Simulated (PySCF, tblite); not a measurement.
C₄H₅ClN (charge -1).
SMILES with atom numbers: `[CH3:1][CH2:2][C-:3]([Cl:4])[C:5]#[N:6]` (hydrogens: H7, H8, H9 on C1; H10, H11 on C2)

Structure optimised with GFN2-xTB, isolated species.

(1) What internal coordinates does the optimisation give?

Results:

(1) 
```
               bond  length (Å)
              C1–C2       1.539
              C2–C3       1.502
             C3–Cl4       1.823
              C3–C5       1.366
              C5≡N6       1.170
C1–H7, C1–H8, C1–H9       1.091
     C2–H10, C2–H11       1.098
```

Bonds in one row agree within 0.01 Å and their mean is given. A selection of angles:
```
     angle  degrees
  C2–C1–H7    111.5
  C2–C1–H8    109.7
  H7–C1–H8    108.6
  H8–C1–H9    108.3
  C1–C2–C3    115.1
 C1–C2–H10    108.8
 C3–C2–H10    107.0
 C3–C2–H11    109.3
H10–C2–H11    107.8
 C2–C3–Cl4    110.8
  C2–C3–C5    119.7
 Cl4–C3–C5    112.3
  C3–C5–N6    168.6
```

Torsions: C1–C2–C3–Cl4 67° (synclinal). The mirror-image conformer, all signs reversed, is as good.

C3 (carbon bonded to 2 C and Cl) is pyramidal (angles 119.7°, 112.3° and 110.8°, sum 342.9°, 0.37 Å off the plane of its three neighbours). The C–C distances run from 1.366 Å (C3–C5, drawn single) to 1.539 Å (C1–C2, drawn single), a spread of 0.173 Å. Of the pairs four or more bonds apart, Cl4···H8 is among the closest relative to their van der Waals radii: 2.88 Å, 98 % of the sum of Bondi's values.

Point group: C1 (no symmetry element, even within 0.4 Å). Its GFN2-xTB frequencies are all real (lowest 80 cm⁻¹).

The numbers are calculated, not measured.
